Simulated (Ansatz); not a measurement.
A made-up structure of MgNH2S (charge -1), closed shell:

| atom | x (Å) | y (Å) | z (Å) |
| --- | --- | --- | --- |
| N1 | -0.7187 | 0.5449 | -0.3685 |
| Mg2 | 2.3333 | -1.7701 | 1.1981 |
| S3 | 0.7123 | -0.5406 | 0.3661 |
| H4 | -0.8996 | 1.5196 | -0.1708 |
| H5 | -1.4273 | 0.2463 | -1.0248 |

It is relaxed with PBE-D4/def2-SVPD and then PBE0-D4/def2-TZVPD (Ansatz 0.2.0). Atoms count as bonded within 1.22 times the sum of their covalent radii (H–H: 0.88 Å). The end point is not checked to be a true minimum.

Problem. Does its bonding change? (A judgement: the text doesn't fix the answer.)

Solution. The calculation gives: Yes. Formed: N1–Mg2; broken: none.

Where it ends: The first stage lowers the energy by 1.25 eV in 17 steps. It ends as MgNH₂S ([NH2]1[Mg][S]1), total charge -1:
```xyz
5
angstrom
N -0.3695 0.1462 0.0102
Mg 0.9584 -1.2066 1.2073
S 1.1431 0.1665 -0.9545
H -0.5996 1.0898 0.2996
H -1.1323 -0.1959 -0.5626
```

Labels in which every atom is bracketed show which atoms are joined, not bond orders.

For scale, one of the runs: PBE0-D4/def2-TZVPD relaxation, 136 basis functions, launched by `ansatz run in.yaml --threads 2 --pin off --events-out ev --progress --plain --max-ram 4352MiB`. The run took about 19 s on 2 CPU threads of an Arm Neoverse V2 (shared host).
